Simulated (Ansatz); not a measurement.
A calculation with Ansatz (development build ahead of 0.2.0).

```yaml
crystal:
  periodic: [false, false, false]
  atoms:
    - { symbol: S, position_ang: [0.04411, -0.02341, -0.10146] }
    - { symbol: H, position_ang: [0.02503, 0.99451, 0.79547] }
    - { symbol: H, position_ang: [0.03503, -0.99305, 0.8606] }
basis:
  gaussian: { orbitals: STO-3G }
hamiltonian:
  xc: hf
correlation:
  method: mp2
  frozen_orbitals: { H: 0, S: 5 }
```

The input is written out in the form of the current development build from the run's settings.

Results

```
Converged                       : yes
Reference energy                : -394.31006 hartree
Correlation energy              : -0.02960 hartree
Total energy                    : -394.33966 hartree
Spin squared of the determinant : 0.000
```
